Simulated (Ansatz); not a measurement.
## Nudged elastic band run: AlH3

input.yaml

```yaml
crystal:
  periodic: [false, false, false]
  atoms:
    - { symbol: Al, position_ang: [0.392269, 0.0, 0.226507] }
    - { symbol: H, position_ang: [0.392332, 1.6e-05, 1.827279] }
    - { symbol: H, position_ang: [1.778697, 1.9e-05, -0.573674] }
    - { symbol: H, position_ang: [-0.994098, -3.5e-05, -0.574012] }
basis:
  gaussian: { orbitals: def2-SVP }
hamiltonian:
  xc: pbe
  dispersion: d4
neb:
  order_check: false
  images: 7
  f_tol: 0.05
  max_iterations: 60
  final_atoms:
    - { symbol: Al, position_ang: [0.19434229, 0.00471604, -1.07810587] }
    - { symbol: H, position_ang: [0.80550829, -0.00156102, 1.08056481] }
    - { symbol: H, position_ang: [1.52925505, -0.0015502, 0.75262935] }
    - { symbol: H, position_ang: [-0.95990563, -0.00160483, 0.15101171] }
  initial_path:
    images:
      - { positions_ang: [[0.392269, 0.0, 0.226507], [0.392332, 1.6e-05, 1.827279], [1.778697, 1.9e-05, -0.573674], [-0.994098, -3.5e-05, -0.574012]] }
      - { positions_ang: [[0.29420418, -2.48e-06, 0.16987605], [0.59613772, 1.86e-05, 1.69056798], [1.76217083, 2.113e-05, -0.32881636], [-1.08331272, -3.725e-05, -0.62552767]] }
      - { positions_ang: [[0.19613935, -4.95e-06, 0.1132451], [0.79994343, 2.12e-05, 1.55385696], [1.74564466, 2.325e-05, -0.08395873], [-1.17252744, -3.95e-05, -0.67704333]] }
      - { positions_ang: [[0.09807453, -7.43e-06, 0.05661415], [1.00374915, 2.381e-05, 1.41714594], [1.72911849, 2.538e-05, 0.16089891], [-1.26174217, -4.176e-05, -0.728559]] }
      - { positions_ang: [[9.7e-06, -9.9e-06, -1.68e-05], [1.20755486, 2.641e-05, 1.28043492], [1.71259232, 2.75e-05, 0.40575655], [-1.35095689, -4.401e-05, -0.78007466]] }
      - { positions_ang: [[0.04859285, 0.00117158, -0.26953907], [1.10704322, -0.00037045, 1.23046739], [1.66675801, -0.00036692, 0.49247475], [-1.25319407, -0.00043421, -0.54730307]] }
      - { positions_ang: [[0.09717599, 0.00235307, -0.53906133], [1.00653158, -0.0007673, 1.18049986], [1.62092369, -0.00076135, 0.57919295], [-1.15543126, -0.00082442, -0.31453148]] }
      - { positions_ang: [[0.14575914, 0.00353455, -0.8085836], [0.90601994, -0.00116416, 1.13053234], [1.57508937, -0.00115577, 0.66591115], [-1.05766844, -0.00121462, -0.08175989]] }
      - { positions_ang: [[0.19434229, 0.00471604, -1.07810587], [0.80550829, -0.00156102, 1.08056481], [1.52925505, -0.0015502, 0.75262935], [-0.95990563, -0.00160483, 0.15101171]] }
```

Launched with:

```bash
$ ansatz run input.yaml --threads 1 --pin off --max-ram 2048MiB --backend cpu --events-out ev --progress --plain --runs-dir out
```

Output, in part (warnings, iteration lines, the closing report on the highest movable image, with atoms numbered from 0):

```
NEB end point (image 0): max|allowed force component| = 2.234e-3 eV/Å (the criterion of neb.relax_end_points is 1.000e-2)
NEB end point (image 8): max|allowed force component| = 2.571e-2 eV/Å (the criterion of neb.relax_end_points is 1.000e-2)
NEB iter   1: max|band force component| = 9.086e0 eV/Å  barrier→ = 4.2211 eV  barrier← = 2.9756 eV  Δτ_max = 0.2000 Å  (201 SCF iters)
NEB iter   2: max|band force component| = 3.905e0 eV/Å  barrier→ = 3.0028 eV  barrier← = 1.7574 eV  Δτ_max = 0.2000 Å  (171 SCF iters)
NEB iter   3: max|band force component| = 2.816e0 eV/Å  barrier→ = 2.6168 eV  barrier← = 1.3714 eV  Δτ_max = 0.2000 Å  (170 SCF iters)
NEB iter   4: max|band force component| = 3.026e0 eV/Å  barrier→ = 2.6455 eV  barrier← = 1.4001 eV  Δτ_max = 0.1001 Å  (167 SCF iters)
NEB iter   5: max|band force component| = 1.328e0 eV/Å  barrier→ = 2.4970 eV  barrier← = 1.2516 eV  Δτ_max = 0.0948 Å  (164 SCF iters)
NEB iter   6: max|band force component| = 7.452e-1 eV/Å  barrier→ = 2.4682 eV  barrier← = 1.2227 eV  Δτ_max = 0.0471 Å  (169 SCF iters)
NEB iter   7: max|band force component| = 2.198e-1 eV/Å  barrier→ = 2.4395 eV  barrier← = 1.1941 eV  CI = image 5  Δτ_max = 0.0275 Å  (166 SCF iters)
NEB iter   8: max|band force component| = 7.233e-2 eV/Å  barrier→ = 2.4359 eV  barrier← = 1.1905 eV  CI = image 5  Δτ_max = 0.0075 Å  (164 SCF iters)
NEB iter   9: max|band force component| = 1.355e-2 eV/Å  barrier→ = 2.4358 eV  barrier← = 1.1903 eV  CI = image 5  Δτ_max = 0.0000 Å  (282 SCF iters)
Total energy: -6636.13594115 eV, -243.8734977027 hartree
Atom 0 at     0.399408     0.000746    -0.554610 Å, force    -0.006568    -0.000027    -0.000641 eV/Å
Atom 1 at     0.544255    -0.000887     1.243191 Å, force    -0.005200    -0.000018     0.001291 eV/Å
Atom 2 at     1.749467     0.000463     0.301776 Å, force     0.001630     0.000024    -0.001518 eV/Å
Atom 3 at    -1.123930    -0.000321    -0.084257 Å, force     0.010139     0.000021     0.000868 eV/Å
Dipole moment:    -0.000593     0.000136    -0.136886 e Å
```

The forces met the threshold. A vibrational analysis at the climbing image gives one clearly imaginary mode, 1025i cm⁻¹: a first-order saddle point. The orbitals stay closed-shell, which can raise the energy where a bond breaks towards radicals; this wasn't checked here.

Final band (atoms are numbered from 1 in the order of the input):

| image | path coordinate (Å) | energy (eV) | Al1–H2 (Å) | Al1–H3 (Å) | H2–H3 (Å) |
| --- | --- | --- | --- | --- | --- |
| 0 | 0.00 | 0.00 | 1.60 | 1.60 | 2.77 |
| 1 | 0.30 | 0.15 | 1.57 | 1.60 | 2.57 |
| 2 | 0.61 | 0.60 | 1.56 | 1.59 | 2.33 |
| 3 | 0.91 | 1.34 | 1.58 | 1.57 | 2.06 |
| 4 | 1.21 | 2.12 | 1.67 | 1.56 | 1.80 |
| 5 | 1.52 | 2.44 | 1.80 | 1.60 | 1.53 |
| 6 | 1.83 | 2.09 | 1.91 | 1.68 | 1.17 |
| 7 | 2.14 | 1.38 | 2.07 | 1.89 | 0.86 |
| 8 | 2.45 | 1.25 | 2.24 | 2.27 | 0.79 |

Time of the run: 31 s on 1 thread of Arm Neoverse V1, on a shared host, peak memory 0.081 GiB.
